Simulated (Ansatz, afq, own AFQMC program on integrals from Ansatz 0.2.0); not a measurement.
# BS, doublet in 6-31G, levels against full CI

```yaml
atoms:
  - { symbol: B, position_ang: [0.0000, 0.0000, 0.0000] }
  - { symbol: S, position_ang: [0.0000, 0.0000, 1.6077] }
```

Basis 6-31G. Noble-gas cores (and the filled d shells of Ga–Kr and In–Xe) are frozen. Integrals, coupled cluster, full CI and functionals: Ansatz 0.2.0; the random walks run on the same integrals in our own AFQMC program. The CISD trial takes its coefficients from CCSD amplitudes. Released means that phaseless walkers are propagated on without the constraint, phases kept. Error bars are statistical, one sigma.

Determinant: UHF, the one that the program's search chose, which needn't be the lowest solution. The geometry is a PBE0/def2-TZVP stationary point of this or a neighbouring charge and spin state.

Full CI on the same integrals is exact in this basis and with this determinant's frozen core.

Cautions: unrestricted determinant spin contaminated (⟨S²⟩ 0.88 against 0.75); the ph-AFQMC/CISD walk drifts between its halves (2.5 errors).

* T1 diagnostic: 0.0388
* weight of the determinant in the CISD state: 0.891
* ⟨S²⟩ of the determinant: 0.881
* size of the correlated space: 9 electrons in 16 orbitals

```json
{"level": "MP2", "correlation energy (eV)": "-2.5738"}
{"level": "CCSD", "correlation energy (eV)": "-2.9494"}
{"level": "CCSD(T)", "correlation energy (eV)": "-3.0947"}
```

**Question.** Estimate where full CI lies against CCSD(T) on the same integrals.

**Answer.** 1.53 mEh below CCSD(T).

Reference: full CI, correlation energy -3.136 eV. The released energy is read at 2.40 1/Eh (meV from the phaseless value at times in 1/Eh: 4 ± 3 at 0.24, 1 ± 3 at 0.51, 0 ± 3 at 0.99, 3.3 ± 2.1 at 1.62, 0 ± 3 at 2.40).

```csv
level,E − E(reference) (mEh),share of correlation (%)
CCSD(T),1.53,98.67
CCSDT,-0.22,100.19
CCSDT(Q),-0.17,100.15
CCSDTQ,-0.05,100.04
ph-AFQMC/HF,-0.27 ± 0.85,100.23
ph-AFQMC/CISD,-0.01 ± 0.15,100.01
released AFQMC,-0.01 ± 0.11,100.01
```

CCSDT and higher add their correlation energy to the determinant of the CCSD(T) run, since their own runs factorise the integrals more tightly (a shift of under 2 meV). A walk keeps the symmetry of its determinant, which the program's search chose and which needn't be the lowest solution, so a lower state of the same spin and another symmetry isn't excluded. Released energies are given only where the last usable release times agree within the noise; a slower fall can still hide under it.
